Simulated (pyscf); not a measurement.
F–SiH(F)–F + hydrogen fluoride (HF) → silicon tetrafluoride (F–Si(F)(F)–F) + hydrogen (H₂) (four-centre exchange; singlet surface; H–Si, F–H broken, F–Si, H–H formed). Structures and frequencies: ωB97X-D3(BJ)/def2-SVP in PySCF. Energies in eV from the separated reactants.

| level | barrier | reaction energy |
|---|---|---|
| ωB97X-D3(BJ)/def2-TZVP | 1.32 | -1.28 |
| r²SCAN/def2-TZVP | 1.07 | -1.41 |
| B3LYP-D3(BJ)/def2-TZVP | 1.32 | -1.30 |
| PBE0-D3(BJ)/def2-TZVP | 1.22 | -1.24 |
| ωB97M-D3(BJ)/def2-TZVP | 1.30 | -1.30 |
| HF/def2-TZVP | 2.12 | -1.30 |

The functionals in the table span 0.25 eV in this barrier, from r²SCAN to B3LYP-D3(BJ). This is the saddle that the search found; another between the same sides may lie lower.
